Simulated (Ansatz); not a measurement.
`N/C=C(\N)F`, charge 0, multiplicity 1.

Problem. Give a relaxed structure at PBE0-D4/def2-TZVP (Ansatz). (An estimate is asked.)

Solution. Computed: 
```xyz
10

N     0.0504    1.3243    0.9952
C     0.1222    0.8918   -0.3234
C    -0.0588   -0.3674   -0.7049
N    -0.2724   -1.4336    0.1597
F    -0.0754   -0.6585   -2.0375
H     0.7315    2.0303    1.2295
H     0.0752    0.5522    1.6476
H     0.2613    1.6559   -1.0786
H     0.3809   -2.1926    0.0069
H    -1.2150   -1.8024    0.1055
```
This is one stationary point; other conformers may exist.
